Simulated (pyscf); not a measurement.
`[OH][Si]([SiH3])([SiH3])[SiH3]` + `[BH3]` -> `[BH2][O][Si]([SiH3])([SiH3])[SiH3]` + `[H][H]` (four-centre exchange; singlet surface; H–O, B–H broken, B–O, H–H formed). Optimised with ωB97X-D3(BJ)/def2-SVP in PySCF. Energies in kcal/mol from the separated reactants.

| level | barrier | reaction energy |
|---|---|---|
| ωB97X-D3(BJ)/def2-TZVP | 5.7 | -32.0 |
| PBE/def2-TZVP | 0.2 | -31.7 |
| r²SCAN/def2-TZVP | 1.8 | -32.7 |
| PBE0-D3(BJ)/def2-TZVP | 1.3 | -31.7 |
| M06-2X/def2-TZVP | 5.1 | -33.7 |
| HF/def2-TZVP | 28.5 | -26.7 |

The functionals in the table span 5.5 kcal/mol in this barrier, from PBE to ωB97X-D3(BJ)/def2-TZVP. On the reactant side the descent ends in an adduct with a B–O contact, 18.7 kcal/mol under the separated species and 24.4 kcal/mol under the saddle at ωB97X-D3(BJ)/def2-TZVP. What is counted as formed (B–O) is already present as a longer contact in the reactant adduct; forming that adduct is a step of its own. At the saddle there is also a short B–H contact that neither side keeps. HO–Si(SiH₃)(SiH₃)–SiH₃ lies 23.7 kcal/mol over its isomer H₃Si–SiH₂–O–SiH₂–SiH₃ (electronic energy, ωB97M-D3(BJ)/def2-TZVP). One saddle was located; it need not be the lowest between these sides.
